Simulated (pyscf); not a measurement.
Structures and frequencies: ωB97X-D3(BJ)/def2-SVP in PySCF.

Question: Estimate the classical barrier height and the reaction energy of :HSi–SH (SMILES [SiH]S) [singlet] + H₂ (SMILES [H][H]) → H₃Si–SH (SMILES [SiH3]S) at ωB97M-D3(BJ)/def2-TZVP. The step runs on the singlet surface, breaks H–H and forms H–Si, H–Si; take the separated reactants as zero.

Answer: ΔE‡ = 19.4 kcal/mol, ΔE = -41.9 kcal/mol. Zero-point energy shifts the barrier by +2.2 kcal/mol. It is an insertion, with an imaginary mode of 1258i cm⁻¹. :HSi–SH [singlet] lies 9.3 kcal/mol over its isomer H₂Si=S (electronic energy, ωB97M-D3(BJ)/def2-TZVP). This is the saddle that the search found; another between the same sides may lie lower.
